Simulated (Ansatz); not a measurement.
The inner images of a band of BFH2 + ClH (6 atoms, charge 0, multiplicity 1) are given out of order.

All numbers below come from RKS PBE/def2-mTZVP in Ansatz 0.2.0.

Image 0:

```xyz
6
Properties=species:S:1:pos:R:3
B -0.008 0.319 -0.062
F -0.018 0.758 1.206
H 1.058 0.213 -0.604
H -1.070 0.145 -0.597
Cl 0.088 -2.511 0.825
H 0.087 -2.039 2.044
```

Image 8:

```xyz
6
Properties=species:S:1:pos:R:3
B 0.015 -0.436 -0.294
F 0.009 0.120 1.883
H 1.054 0.115 -0.491
H -1.057 0.050 -0.481
Cl 0.072 -2.202 -0.025
H 0.045 -0.763 2.218
```

Put them in order from the first end to the last, with their energies above the first end.
A.
```xyz
6
Properties=species:S:1:pos:R:3
B 0.008 -0.054 0.058
F 0.004 0.292 1.448
H 1.063 0.079 -0.486
H -1.057 0.022 -0.478
Cl 0.070 -2.211 0.647
H 0.050 -1.243 1.622
```
B.
```xyz
6
Properties=species:S:1:pos:R:3
B 0.010 -0.184 0.027
F 0.012 0.147 1.542
H 1.056 0.105 -0.468
H -1.056 0.047 -0.452
Cl 0.069 -2.165 0.534
H 0.048 -1.063 1.628
```
C.
```xyz
6
Properties=species:S:1:pos:R:3
B -0.006 0.256 -0.026
F -0.012 0.641 1.263
H 1.059 0.182 -0.575
H -1.069 0.112 -0.565
Cl 0.090 -2.490 0.797
H 0.075 -1.817 1.917
```
D.
```xyz
6
Properties=species:S:1:pos:R:3
B 0.001 0.084 0.051
F -0.004 0.422 1.382
H 1.063 0.098 -0.501
H -1.064 0.030 -0.493
Cl 0.081 -2.317 0.698
H 0.060 -1.431 1.674
```
E.
```xyz
6
Properties=species:S:1:pos:R:3
B 0.014 -0.312 -0.063
F 0.010 0.083 1.643
H 1.053 0.125 -0.448
H -1.054 0.060 -0.439
Cl 0.073 -2.163 0.341
H 0.042 -0.907 1.778
```
F.
```xyz
6
Properties=species:S:1:pos:R:3
B -0.003 0.182 0.015
F -0.009 0.542 1.319
H 1.062 0.135 -0.533
H -1.067 0.065 -0.525
Cl 0.085 -2.424 0.754
H 0.069 -1.615 1.781
```
G.
```xyz
6
Properties=species:S:1:pos:R:3
B 0.016 -0.389 -0.178
F 0.011 0.098 1.753
H 1.054 0.125 -0.457
H -1.056 0.059 -0.446
Cl 0.073 -2.180 0.148
H 0.040 -0.827 1.992
```

C (+0.2 kcal/mol), F (+1.2 kcal/mol), D (+4.4 kcal/mol), A (+11.5 kcal/mol), B (+17.3 kcal/mol), E (+13.2 kcal/mol), G (+10.8 kcal/mol).

Time of the run: 100 s on 1 thread of Intel(R) Xeon(R) Platinum 8259CL CPU @ 2.50GHz (Skylake/Cascade Lake), on a shared host, peak memory 0.13 GiB.
